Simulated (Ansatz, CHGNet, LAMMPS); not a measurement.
## Lattice parameter a of hcp Zr: levels of theory against measurement

Reference value: 3.232 Å (measured, 293 K, not corrected to a static lattice; as tabulated in Wikipedia's data pages).

Q: What do Lennard-Jones uff-vdw, CHGNet-r²SCAN, LDA, PBE, rVV10 give, and how far is each from the reference?

A: 
```
level (code)                    value (Å)  difference (%)
------------------------------  ---------  --------------
Lennard-Jones uff-vdw (LAMMPS)      3.036           -6.06
CHGNet-r²SCAN (CHGNet)              3.208           -0.74
LDA (Ansatz)                        3.146           -2.66
PBE (Ansatz)                        3.233           +0.03
rVV10 (Ansatz)                      3.242           +0.31
```

Leaving aside Lennard-Jones uff-vdw, which can be fitted to such values or carry a doubt: The reference is not for a static lattice or low temperature, so close values are not ranked against it. Off by more than 1.25 % (a bound picked here): LDA (-2.66 %).

The measured value isn't corrected to a static lattice, so vibrations enter the comparison. A static lattice is as a rule a little smaller than the measured one.  Lennard-Jones uff-vdw: this is a force field's van der Waals term alone, without bonds or charges. Cutoffs and k meshes differ between the levels. Ansatz's density-functional and Hartree–Fock values are scalar-relativistic unless marked +SOC, with PAW data made under PBE.

Machine-learned potentials (CHGNet-r²SCAN) are trained on DFT data, which may include these solids.

Differences are worked out from the printed values.

Ansatz is a quantum-chemistry and plane-wave program.
